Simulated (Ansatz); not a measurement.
Two shapes of singlet H₅O₂(+).

Shape 1:

```xyz
7

H     0.0000    0.0000   -0.0248
O     1.1917    0.0423    0.0327
O    -1.1917   -0.0423    0.0327
H     1.6054    0.8024    0.4713
H    -1.6054   -0.8024    0.4713
H     1.7350   -0.2354   -0.7208
H    -1.7350    0.2354   -0.7208
```

Shape 2:

```xyz
7

H     0.0000    0.0000   -0.0228
O     1.0963    0.0389    0.0301
O    -1.0963   -0.0389    0.0301
H     1.4769    0.7382    0.4336
H    -1.4769   -0.7382    0.4336
H     1.5962   -0.2166   -0.6632
H    -1.5962    0.2166   -0.6632
```

Basis set: cc-pVDZ (spherical functions). Left uncorrelated: 2 orbitals. Charge 1, multiplicity 1.

Computed with Ansatz (development build ahead of 0.2.0); each method stands on the lowest determinant of its kind that the runs found.

Problem. Which shape is lower in energy, and by how much in each method?

Solution.

| method | E(2) − E(1) (eV) |
| --- | --- |
| RHF | 0.740 |
| RHF-MP2 | 1.057 |

Shape 1 is lower. Caution: no unrestricted run beside it, a lower state can exist.
